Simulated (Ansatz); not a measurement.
```xyz
3

P     0.0000    0.0000   -0.1157
H     1.0201    0.0000    0.8674
H    -1.0201    0.0000    0.8674
```

Basis set: pcseg-2 (spherical functions). Charge 0, multiplicity 2.

Computed with Ansatz (development build ahead of 0.2.0); each method stands on the lowest determinant of its kind that the runs found.

The atomization energy at this shape (free ground-state atoms in the same class of orbitals less the molecule, no zero-point energy) of doublet PH₂:

```json
{"method": "PBE0 (unrestricted)", "atomization energy": "6.60 eV"}
```

What does r²SCAN (unrestricted) give?

6.73 eV.

The shape needn't be a minimum at these levels.
